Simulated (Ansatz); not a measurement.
This script for Ansatz 0.2.0, Python API starts 5 runs on BH₅Si, SMILES B[SiH3]. What input does the engine get in each?

`relaxed_scan_bh5si.py`:
```python
"""Relaxed scan of one distance in BH5Si."""

import ansatz as az
from ase import Atoms
import numpy as np

atoms = Atoms(["B", "Si", "H", "H", "H", "H", "H"], positions=[
    [-0.0282, -1.1807, 0.2088],
    [0.0362, 0.7676, -0.1422],
    [-1.1661, -1.6533, 0.2763],
    [0.9831, -1.7658, 0.3061],
    [-0.6221, 1.0752, -1.4332],
    [-0.622, 1.5178, 0.9479],
    [1.4803, 1.1712, -0.2095],
])
geometry = az.Crystal.molecule_from_ase(atoms)

base = (
    geometry.calculation()
    .basis(gaussian="def2-SVP")
    .functional("PBE0")
)
symbols = [site.symbol for site in geometry.cartesian_sites]
pairs = [(0, 1), (0, 2), (0, 3), (1, 4), (1, 5), (1, 6)]
print("held (A)   E (eV)        ", "  ".join(f"{symbols[i]}{i}-{symbols[j]}{j}" for i, j in pairs))
for length in [1.14, 1.23, 1.33, 1.48, 1.67]:
    r = base.relax(constraints=[az.DistanceConstraint((0, 2), at=length)], force_tolerance=0.02, max_steps=60).run(threads=1, backend="cpu").report
    xyz = np.array(r["positions_ang"])
    print(f"{length:6.2f} {r['free_energy_ev']:14.5f}  ", "  ".join(f"{np.linalg.norm(xyz[i] - xyz[j]):.3f}" for i, j in pairs))
```

Run 1:
```yaml
crystal:
  periodic: [false, false, false]
  atoms:
    - { symbol: B, position_ang: [-0.0282, -1.1807, 0.2088] }
    - { symbol: Si, position_ang: [0.0362, 0.7676, -0.1422] }
    - { symbol: H, position_ang: [-1.1661, -1.6533, 0.2763] }
    - { symbol: H, position_ang: [0.9831, -1.7658, 0.3061] }
    - { symbol: H, position_ang: [-0.6221, 1.0752, -1.4332] }
    - { symbol: H, position_ang: [-0.622, 1.5178, 0.9479] }
    - { symbol: H, position_ang: [1.4803, 1.1712, -0.2095] }
basis:
  gaussian:
    orbitals: def2-SVP
hamiltonian:
  xc: pbe0
relax:
  f_tol: 0.02
  max_steps: 60
  constraints:
    - { distance: [0, 2], at: 1.14 }
```

Run 2, against run 1:
```diff
-    - { distance: [0, 2], at: 1.14 }
+    - { distance: [0, 2], at: 1.23 }
```

Run 3, against run 1:
```diff
-    - { distance: [0, 2], at: 1.14 }
+    - { distance: [0, 2], at: 1.33 }
```

Run 4, against run 1:
```diff
-    - { distance: [0, 2], at: 1.14 }
+    - { distance: [0, 2], at: 1.48 }
```

Run 5, against run 1:
```diff
-    - { distance: [0, 2], at: 1.14 }
+    - { distance: [0, 2], at: 1.67 }
```

Running `python relaxed_scan_bh5si.py` prints:
```text
held (A)   E (eV)         B0-Si1  B0-H2  B0-H3  Si1-H4  Si1-H5  Si1-H6
DeckWarning: relax.constraints: the input's atoms, or those drawn, lie off the distances that are held; a relaxation that starts there is brought onto them ahead of its first SCF, by positions alone, [...]
  1.14    -8626.23459   2.017  1.140  1.209  1.501  1.501  1.496
  1.23    -8626.29287   2.017  1.230  1.208  1.501  1.501  1.495
  1.33    -8626.15729   2.015  1.330  1.208  1.500  1.500  1.496
  1.48    -8625.73277   2.012  1.480  1.207  1.500  1.500  1.496
  1.67    -8625.03749   2.008  1.670  1.205  1.498  1.498  1.496
```
(Warnings from the package without file and line, shortened, repeats left out.)

Reading the output:
- The settings weren't tested for convergence.
- The energies are electronic: no zero-point or thermal terms, and the basis set is short of its limit.
- Finished in 28 s on 1 thread of Arm Neoverse V2, on a shared host, peak memory 0.19 GiB.
